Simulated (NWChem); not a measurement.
System: C2H3, doublet; SMILES [CH]=C

NWChem printed, in part:

```
             Northwest Computational Chemistry Package (NWChem) 7.3.0
             --------------------------------------------------------

                             Geometry "geometry" -> ""
                             -------------------------

 Output coordinates in angstroms (scale by  1.889725989 to convert to a.u.)

  No.       Tag          Charge          X              Y              Z
 ---- ---------------- ---------- -------------- -------------- --------------
    1 C                    6.0000    -0.10997400    -0.71309400     0.00000000
    2 C                    6.0000    -0.00986600     0.59419700     0.00000000
    3 H                    1.0000     0.55225100    -1.57918900     0.00000000
    4 H                    1.0000     0.96790300     1.10226600     0.00000000
    5 H                    1.0000    -0.89370100     1.24469700     0.00000000

 Effective nuclear repulsion energy (a.u.)      28.2858522281

                                 NWChem DFT Module
                                 -----------------

 Summary of "ao basis" -> "ao basis" (spherical)
 ------------------------------------------------------------------------------
       Tag                 Description            Shells   Functions and Types
 ---------------- ------------------------------  ------  ---------------------
 C                           6-31g*                  6       14   3s2p1d
 H                           6-31g*                  2        2   2s

 in cosmo_initialize ...
 calling solv_data for solv:hexane

 solvent parameters
 solvname_short: hexane
 solvname_long:  n-hexane
 dielec:        1.8819
 dielecinf:     1.8903
 nonaqueous SMD model solvent descriptors
 dielec:        1.8819
 sola:          0.0000
 solb:          0.0000
 solc:          0.0000
 solg:         25.7500
 solh:          0.0000
 soln:          1.3749

          ---------------
          -cosmo- solvent
          ---------------
 Cosmo: York-Karplus, doi: 10.1021/jp992097l
 dielectric constant -eps-     =   1.88
 screen = (eps-1)/(eps    )    =   0.46862
 surface charge correction     = lagrangian

   van der Waals surface
 --------------------------

 ---------- ATOMIC COORDINATES (A.U.) ------------ VDWR(ANG.) --
     1   -0.20782073   -1.34755226    0.00000000     1.850
     2   -0.01864404    1.12286951    0.00000000     1.850
     3    1.04360307   -2.98423449    0.00000000     1.200
     4    1.82907145    2.08298071    0.00000000     1.200
     5   -1.68885001    2.35213627    0.00000000     1.200
 number of segments per atom =        128
 number of   points per atom =        128
 atom (   nspa,  nppa )
 ----------------------
    1 (     82,     0 )       0
    2 (     72,     0 )       0
    3 (     54,     0 )       0
    4 (     54,     0 )       0
    5 (     54,     0 )       0
 number of -cosmo- surface points =      316
 molecular surface =     66.902 angstrom**2
 molecular volume  =     43.938 angstrom**3
 -lineq- algorithm             =   0
 -bem- low  level              =   3
 -bem- from -octahedral-
 gaussian surface charge width =   4.50000
 degree of switching           =   1.00000
 switching function tolerance  =   0.00010
 atomic radii =
 --------------
    1  6.000  1.850
    2  6.000  1.850
    3  1.000  1.200
    4  1.000  1.200
    5  1.000  1.200
 ...... end of -cosmo- initialization ......

 nat:                     5
 ixmem:                  1509
 calling mnsol_interface()
 G(SMD-CDS) energy (kcal/mol)  =     0.351
 SMD-CDS SASA (angstrom**2)    =    84.034

            General Information
            -------------------
          SCF calculation type: DFT
          Wavefunction type:  spin polarized.
          No. of atoms     :     5
          No. of electrons :    15
           Alpha electrons :     8
            Beta electrons :     7
          Charge           :     0
          Spin multiplicity:     2
          Use of symmetry is: off; symmetry adaption is: off
          Maximum number of iterations: 150
          AO basis - number of functions:    34
                     number of shells:    18
          Convergence on energy requested:  1.00D-06
          Convergence on density requested:  1.00D-05
          Convergence on gradient requested:  5.00D-04

              XC Information
              --------------
                       M05-2X Method XC Functional
                     Hartree-Fock (Exact) Exchange  0.560
                M05-2X metaGGA Exchange Functional  0.440
                      M05-2X Correlation Potential  1.000

             Grid Information
             ----------------
          Grid used for XC integration:  medium
          Radial quadrature: Mura-Knowles
          Angular quadrature: Lebedev.
          Tag              B.-S. Rad. Rad. Pts. Rad. Cut. Ang. Pts.
          ---              ---------- --------- --------- ---------
          C                   0.70       49           7.0       434
          H                   0.35       45           8.0       434
          Grid pruning is: on
          Number of quadrature shells:   233
          Spatial weights used:  Erf1

      Superposition of Atomic Density Guess
      -------------------------------------

 Sum of atomic energies:         -76.81520591

      Non-variational initial energy
      ------------------------------

 Total energy =     -77.680724
 1-e energy   =    -157.834844
 2-e energy   =      51.868268
 HOMO         =      -0.150555
 LUMO         =       0.045332

[...]

                                COSMO-SMD solvation results
                                ---------------------------

             internal energy in gas <Psi(g)|H|Psi(g)> =       -77.877559104174
         internal energy in solvent <Psi(s)|H|Psi(s)> =       -77.877446451223
                               delta internal energy  =         0.000112652951 (    0.07 kcal/mol)
   total free energy in solvent <Psi(s)|H+V/2|Psi(s)> =       -77.879499356349
 polarization energy contribution <Psi(s)|V/2|Psi(s)> =        -0.002052905126 (   -1.29 kcal/mol)
    total free energy in solvent including G(SMD-CDS) =       -77.878939948884
                       G(SMD-CDS) energy contribution =         0.000559407465 (    0.35 kcal/mol)
     1 M fixed-concentration free energy of solvation =        -0.001380844709 (   -0.87 kcal/mol)

                    DFT Final Alpha Molecular Orbital Analysis
                    ------------------------------------------

 Vector    6  Occ=1.000000D+00  E=-4.986442D-01
              MO Center= -2.2D-01,  2.4D-01, -5.4D-12, r^2= 1.8D+00
   Bfn.  Coefficient  Atom+Function         Bfn.  Coefficient  Atom+Function
  ----- ------------  ---------------      ----- ------------  ---------------
     4      0.326914  1 C  py                18     -0.308581  2 C  py
    17      0.278428  2 C  px                33     -0.244986  5 H  s
    34     -0.184868  5 H  s                 29     -0.142227  3 H  s
    21      0.123590  2 C  px                22     -0.117502  2 C  py
    30     -0.113748  3 H  s                  8      0.104587  1 C  py

 Vector    7  Occ=1.000000D+00  E=-3.449876D-01
              MO Center= -6.2D-02, -1.1D-01,  3.8D-11, r^2= 1.4D+00
   Bfn.  Coefficient  Atom+Function         Bfn.  Coefficient  Atom+Function
  ----- ------------  ---------------      ----- ------------  ---------------
     5      0.428402  1 C  pz                19      0.374733  2 C  pz
     9      0.291826  1 C  pz                23      0.270854  2 C  pz

 Vector    8  Occ=1.000000D+00  E=-2.949114D-01
              MO Center= -2.1D-01, -5.0D-01, -2.1D-11, r^2= 1.7D+00
   Bfn.  Coefficient  Atom+Function         Bfn.  Coefficient  Atom+Function
  ----- ------------  ---------------      ----- ------------  ---------------
     3      0.523137  1 C  px                 7      0.410246  1 C  px
     6     -0.259749  1 C  s                 32     -0.206782  4 H  s
     8      0.157072  1 C  py                31     -0.154487  4 H  s
     4      0.148963  1 C  py                30      0.143360  3 H  s
    34      0.143360  5 H  s                 17     -0.137622  2 C  px

 Vector    9  Occ=0.000000D+00  E= 6.322753D-02
              MO Center= -5.3D-02,  1.2D-03, -7.4D-11, r^2= 1.9D+00
   Bfn.  Coefficient  Atom+Function         Bfn.  Coefficient  Atom+Function
  ----- ------------  ---------------      ----- ------------  ---------------
    23     -0.684261  2 C  pz                 9      0.635747  1 C  pz
     5      0.405109  1 C  pz                19     -0.406334  2 C  pz
    11     -0.026436  1 C  d -1

 Vector   10  Occ=0.000000D+00  E= 1.909891D-01
              MO Center=  3.1D-01, -8.8D-01, -4.3D-11, r^2= 3.9D+00
   Bfn.  Coefficient  Atom+Function         Bfn.  Coefficient  Atom+Function
  ----- ------------  ---------------      ----- ------------  ---------------
    30      1.665266  3 H  s                  6     -1.420881  1 C  s
    34     -0.880139  5 H  s                 21     -0.488865  2 C  px
    32      0.484122  4 H  s                  8      0.440320  1 C  py
    20      0.434090  2 C  s                  7     -0.410498  1 C  px
    17     -0.202535  2 C  px                 3     -0.185514  1 C  px

 Vector   11  Occ=0.000000D+00  E= 1.951570D-01
              MO Center=  1.7D-01,  1.1D+00,  1.4D-10, r^2= 3.2D+00
   Bfn.  Coefficient  Atom+Function         Bfn.  Coefficient  Atom+Function
  ----- ------------  ---------------      ----- ------------  ---------------
    20      2.070688  2 C  s                 32     -1.455125  4 H  s
    34     -1.320887  5 H  s                 22      0.639914  2 C  py
    30     -0.367699  3 H  s                  8     -0.340307  1 C  py
    18      0.210709  2 C  py                16      0.178857  2 C  s
    15     -0.126552  2 C  s                  6      0.098474  1 C  s

                     DFT Final Beta Molecular Orbital Analysis
                     -----------------------------------------

 Vector    5  Occ=1.000000D+00  E=-5.139616D-01
              MO Center=  2.7D-01,  1.9D-01,  1.5D-12, r^2= 1.6D+00
   Bfn.  Coefficient  Atom+Function         Bfn.  Coefficient  Atom+Function
  ----- ------------  ---------------      ----- ------------  ---------------
    18     -0.310066  2 C  py                 4      0.305601  1 C  py
    17     -0.279051  2 C  px                31     -0.224889  4 H  s
    29     -0.162080  3 H  s                 32     -0.160706  4 H  s
     3     -0.136776  1 C  px                30     -0.134935  3 H  s
    21     -0.126450  2 C  px                22     -0.124191  2 C  py

 Vector    6  Occ=1.000000D+00  E=-4.804437D-01
              MO Center= -1.5D-01,  4.0D-01, -3.7D-12, r^2= 1.8D+00
   Bfn.  Coefficient  Atom+Function         Bfn.  Coefficient  Atom+Function
  ----- ------------  ---------------      ----- ------------  ---------------
    17      0.354110  2 C  px                 4      0.248234  1 C  py
    33     -0.249280  5 H  s                 18     -0.241058  2 C  py
    34     -0.193882  5 H  s                 21      0.163633  2 C  px
    29     -0.144871  3 H  s                 31      0.131602  4 H  s
    30     -0.128154  3 H  s                 32      0.099842  4 H  s

 Vector    7  Occ=1.000000D+00  E=-3.320331D-01
              MO Center= -4.9D-02,  4.8D-02,  3.6D-12, r^2= 1.4D+00
   Bfn.  Coefficient  Atom+Function         Bfn.  Coefficient  Atom+Function
  ----- ------------  ---------------      ----- ------------  ---------------
    19      0.431518  2 C  pz                 5      0.357339  1 C  pz
    23      0.327091  2 C  pz                 9      0.244774  1 C  pz

 Vector    8  Occ=0.000000D+00  E=-2.341371D-02
              MO Center= -3.0D-01, -6.4D-01, -5.9D-13, r^2= 1.7D+00
   Bfn.  Coefficient  Atom+Function         Bfn.  Coefficient  Atom+Function
  ----- ------------  ---------------      ----- ------------  ---------------
     7      0.518064  1 C  px                 3      0.406919  1 C  px
    32     -0.298221  4 H  s                  6     -0.293444  1 C  s
     8      0.286665  1 C  py                30      0.188738  3 H  s
    34      0.179616  5 H  s                  4      0.130958  1 C  py
    31     -0.120324  4 H  s                 33      0.103062  5 H  s

 Vector    9  Occ=0.000000D+00  E= 7.864899D-02
              MO Center= -6.3D-02, -1.6D-01, -3.6D-11, r^2= 2.0D+00
   Bfn.  Coefficient  Atom+Function         Bfn.  Coefficient  Atom+Function
  ----- ------------  ---------------      ----- ------------  ---------------
     9      0.701921  1 C  pz                23     -0.646741  2 C  pz
     5      0.417202  1 C  pz                19     -0.372089  2 C  pz
    25     -0.027931  2 C  d -1

 Vector   10  Occ=0.000000D+00  E= 1.923084D-01
              MO Center= -9.2D-03,  1.2D+00,  1.7D-11, r^2= 3.1D+00
   Bfn.  Coefficient  Atom+Function         Bfn.  Coefficient  Atom+Function
  ----- ------------  ---------------      ----- ------------  ---------------
    20      2.112917  2 C  s                 34     -1.463366  5 H  s
    32     -1.350790  4 H  s                 22      0.622812  2 C  py
     8     -0.264970  1 C  py                18      0.202141  2 C  py
    16      0.183029  2 C  s                  6     -0.129329  1 C  s
    15     -0.129891  2 C  s                 30     -0.090695  3 H  s

   alpha - beta orbital overlaps
   -----------------------------

   alpha      1      2      3      4      5      6      7      8      9     10
    beta      1      2      3      4      5      6      7      8      9     11
 overlap   0.999  0.999  0.995  0.992  0.979  0.972  0.993  0.975  0.993  0.985

   alpha     11     12     13     14     15     16     17     18     19     20
    beta     10     12     13     14     15     16     17     18     19     20
 overlap   0.985  0.998  0.997  0.994  0.993  0.824  0.813  0.993  0.996  0.996

   alpha     21     22     23     24     25     26     27     28     29     30
    beta     21     22     23     24     25     26     27     28     29     30
 overlap   0.993  0.998  0.997  0.998  0.998  0.993  0.995  0.995  0.996  0.997

   alpha     31     32     33     34
    beta     31     32     33     34
 overlap   0.999  1.000  0.999  1.000

     --------------------------
     Expectation value of S2:
     --------------------------
      <S2> =      0.7660 (Exact =     0.7500)

     Multipole analysis of the density
     ---------------------------------

     L   x y z        total         alpha         beta         nuclear
     -   - - -        -----         -----         ----         -------
     0   0 0 0     -0.000000     -8.000000     -7.000000     15.000000

     1   1 0 0      0.284074      0.533058     -0.074020     -0.174964
     1   0 1 0      0.096817      0.763095     -0.769064      0.102786
     1   0 0 1     -0.000000     -0.000000     -0.000000      0.000000

[...]
```

Level: M05-2X/6-31G* (spherical d), spin-unrestricted, SMD on the gas-phase geometry. In the optimisation the excess spin sits in a' (Cs, its own frame). The geometry was optimised at PBE0/def2-SVP, spin-unrestricted. No stability test was run on the SCF state. Solvent: n-hexane.

Reconstruct the input file.

Several could match; the one computed here: the input that was run:
```
start job
memory heap 200 mb stack 900 mb global 1100 mb
geometry units angstroms noautosym nocenter noautoz
  C     -0.109974    -0.713094     0.000000
  C     -0.009866     0.594197     0.000000
  H      0.552251    -1.579189     0.000000
  H      0.967903     1.102266     0.000000
  H     -0.893701     1.244697     0.000000
end
basis spherical
  C library 6-31g*
  H library 6-31g*
end
dft
  odft
  mult 2
  xc m05-2x
  iterations 150
end
cosmo
  do_cosmo_smd true
  solvent hexane
end
task dft energy
```
